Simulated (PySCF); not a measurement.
Geometries of 3 isomers of C3H3 (doublet state), from PBE0-D3(BJ)/def2-SVP geometry optimisation, gas phase (PySCF). One conformer each, no zero-point energy, no frequencies.

Question: Which isomer lies lowest at this level?
A.
```xyz
6
angstrom
C     -0.476   -0.746    0.286
C     -0.340    0.686    0.050
C      0.767   -0.024    0.043
H     -0.972   -1.514   -0.326
H     -0.822    1.658   -0.039
H      1.850   -0.055   -0.057
```
B.
```xyz
6
angstrom
C      0.252    0.973   -0.649
C      0.927    0.101    0.010
C     -0.646   -0.036   -0.042
H      1.787   -0.405    0.432
H     -1.087   -0.835   -0.656
H     -1.227    0.205    0.862
```
C.
```xyz
6
angstrom
C      1.490   -0.203    0.306
C      0.279   -0.037    0.155
C     -1.069    0.148   -0.010
H      2.546   -0.350    0.434
H     -1.454    1.017   -0.551
H     -1.785   -0.570    0.395
```

Answer: C. That is `C#C[CH2]` (propargyl), 25.9 kcal/mol below the next.

```tsv
SMILES	atoms numbered as above	E (Eh)	relative (kcal/mol)	relative (kJ/mol)	dipole (D)	⟨S²⟩
C#C[CH2]	[CH:1]#[C:2][CH2:3]	-115.77187	0.0	0.0	0.09	0.780
[CH]1C=C1	[CH:1]1[CH:2]=[CH:3]1	-115.73065	25.9	108.2	1.47	0.753
[C]1=CC1	[C:1]1=[CH:2][CH2:3]1	-115.71181	37.7	157.7	1.53	0.761
```

As drawn, the highest has a three-membered ring, which the lowest lacks.
